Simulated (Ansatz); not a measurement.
Cartesian coordinates in Å:
```
O -1.684 0.588 0.110
C -0.815 -0.071 0.593
C 0.637 -0.096 0.129
F 0.980 -1.438 0.083
S 0.938 0.763 -1.400
H -0.998 -0.768 1.435
H 1.266 0.364 0.899
H -0.325 0.658 -1.849
```

The species carries charge 0 and has multiplicity 1.

List the CAM-B3LYP/def2-TZVPP orbital energies in eV (Ansatz 0.2.0). (An estimate is asked.)

Ansatz gave: Occupied: -2420.36, -674.00, -523.52, -282.45, -282.23, -218.40, -163.00, -162.90, -162.75, -35.60, -32.01, -24.49, -21.56, -18.61, -16.75, -16.56, -15.65, -14.74, -13.52, -13.37, -12.15, -11.52, -9.82, -9.14. Lowest empty: -0.47, 1.41, 2.18, 2.37, 3.34, 3.44, 4.98, 5.96.
